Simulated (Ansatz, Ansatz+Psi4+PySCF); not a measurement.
```yaml
atoms:
  - { symbol: Al, position_ang: [0.0000, 0.0000, -1.2430] }
  - { symbol: P, position_ang: [0.0000, 0.0000, 1.2430] }
```

Basis set: cc-pV(T+d)Z (spherical functions). Left uncorrelated: 10 orbitals. Correlation on ROHF uses semicanonical orbitals with singles. Charge 0, multiplicity 3.

Computed with Ansatz (development build ahead of 0.2.0); the reference of a correlated method needn't be the lowest determinant of its kind.

Question: Give the atomization energy at this shape (free ground-state atoms in the same class of orbitals less the molecule, no zero-point energy) of triplet AlP by UHF-BCCD(T), ROHF-CCSD(T).

Answer:

```
      method  atomization energy
 UHF-BCCD(T)        195.7 kJ/mol
ROHF-CCSD(T)        195.8 kJ/mol
```

Caution: the reference determinant was not shown to be the lowest.
